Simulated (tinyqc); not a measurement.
Inside a calculation. Method: extended Hueckel theory, for CH3+. The parameters take no account of the charge, which enters only through the electron count. One step of it, computed by the program tinyqc.

Question. Wolfsberg-Helmholz matrix. H_ij = K' S_ij (H_ii + H_jj)/2 for i != j (the diagonal keeps H_ii), with K' = 1.5.

overlap S, order 1C 2s, 1C 2px, 1C 2py, 1C 2pz, 2H 1s, 3H 1s, 4H 1s:
```
[[1.000000, 0.000000, 0.000000, 0.000000, 0.532809, 0.532616, 0.532616],
 [0.000000, 1.000000, 0.000000, 0.000000, 0.513888, -0.256810, -0.256810],
 [0.000000, 0.000000, 1.000000, 0.000000, 0.000000, 0.445002, -0.445002],
 [0.000000, 0.000000, 0.000000, 1.000000, -0.022211, -0.022200, -0.022200],
 [0.532809, 0.513888, 0.000000, -0.022211, 1.000000, 0.152261, 0.152261],
 [0.532616, -0.256810, 0.445002, -0.022200, 0.152261, 1.000000, 0.152117],
 [0.532616, -0.256810, -0.445002, -0.022200, 0.152261, 0.152117, 1.000000]]
```

diagonal H_ii (eV): [-21.400000, -11.400000, -11.400000, -11.400000, -13.600000, -13.600000, -13.600000]

K = 1.500000

Give: H.

Answer.

H (eV), order 1C 2s, 1C 2px, 1C 2py, 1C 2pz, 2H 1s, 3H 1s, 4H 1s:
```
[[-21.4000, 0.0000, 0.0000, 0.0000, -13.9862, -13.9812, -13.9812],
 [0.0000, -11.4000, 0.0000, 0.0000, -9.6354, 4.8152, 4.8152],
 [0.0000, 0.0000, -11.4000, 0.0000, 0.0000, -8.3438, 8.3438],
 [0.0000, 0.0000, 0.0000, -11.4000, 0.4165, 0.4162, 0.4162],
 [-13.9862, -9.6354, 0.0000, 0.4165, -13.6000, -3.1061, -3.1061],
 [-13.9812, 4.8152, -8.3438, 0.4162, -3.1061, -13.6000, -3.1032],
 [-13.9812, 4.8152, 8.3438, 0.4162, -3.1061, -3.1032, -13.6000]]
```
